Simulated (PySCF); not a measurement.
An unknown shows these calculated signals:

¹H NMR (500 MHz, computed): δ 3.52 (t, 2H), 2.56 (m, 2H), 1.65 (t, 1H).

¹³C{¹H} NMR (computed): δ 84.3 (C), 74.6 (CH), 48.5 (CH2), 26.7 (CH2).

[PySCF: coordinates at the PBE0-D3(BJ)/def2-TZVP level; shielding tensors at B97-2/pcSseg-2 (GIAO); one averaged value for each set of equivalent atoms; one conformer; non-relativistic; no solvent model]

Referencing at the same level of theory: ¹H (σ = 31.64 ppm), ¹³C (σ = 185.38 ppm) against TMS.

Question: Which of these does the molecule contain: a C≡C triple bond, an NH or NH2 group, a Si–H bond, a heteroaromatic ring?

Answer: 
- A C≡C triple bond: yes (δC 74.6, 84.3; δH 1.65 (t)).
- An NH or NH2 group: no.
- A Si–H bond: no.
- A heteroaromatic ring: no.

The data belong to SMILES C(C#C)CCl, C4H5Cl; they needn't prove each group on their own.

Carbon signals by region: 2 at 50–100 ppm, 2 below 50 ppm.

Carbons that carry Cl, above all several Cl atoms, come out too deshielded, partly because spin–orbit coupling is missing. Shifts are as computed. Against solution values, carbons near 30 ppm lie about +3 ppm off and those near 130 ppm about +7 ppm; carbons on Cl a further +5 ppm. Of 1211 compounds with measured shifts, 218 miss one by over three times the rms of a fit or turn the order of signals round; such compounds aren't used in these exercises. Multiplicities follow the n + 1 count of equivalent neighbours, as no J values were calculated; m marks all less simple cases, F and P coupling included.
